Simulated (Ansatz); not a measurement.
Relaxation of BFH3 (5 atoms, charge 0, multiplicity 2), to a largest force component of 0.03 eV/Å in at most 50 steps.

Theory: UKS PBE-D4/def2-SVP (Ansatz 0.2.0).

```xyz
5
Properties=species:S:1:pos:R:3
B 0.000 0.001 -0.096
F 0.000 0.012 1.229
H 1.079 -0.001 -0.662
H -1.079 -0.001 -0.662
H 0.000 -0.010 3.360
```

Problem. Where does it end, and by what steps?

Solution. It converged. The force dipped under the threshold on the way, but the program's further checks kept it going. After 7 steps the energy has fallen by 0.090 eV; H5 moved furthest, 0.72 Å.

| step | energy less start (eV) | largest force component (eV/Å) | accepted |
| --- | --- | --- | --- |
| 0 | 0.0000 | 0.350 | yes |
| 1 | -0.0376 | 0.218 | yes |
| 2 | -0.0691 | 0.344 | yes |
| 3 | -0.0781 | 0.590 | yes |
| 4 | -0.0881 | 0.054 | yes |
| 5 | -0.0891 | 0.018 | yes |
| 6 | -0.0894 | 0.079 | yes |
| 7 | -0.0897 | 0.001 | yes |

```xyz
5
Properties=species:S:1:pos:R:3
B 0.000 0.005 -0.277
F 0.000 0.044 1.049
H 1.079 -0.011 -0.842
H -1.079 -0.011 -0.842
H 0.000 -0.026 4.083
```

Whether the end is a true minimum wasn't checked by a vibrational analysis.

Time of the run: 4.1 s on 1 thread of AMD EPYC 9B45 (Zen 5), on a shared host, peak memory 0.12 GiB.
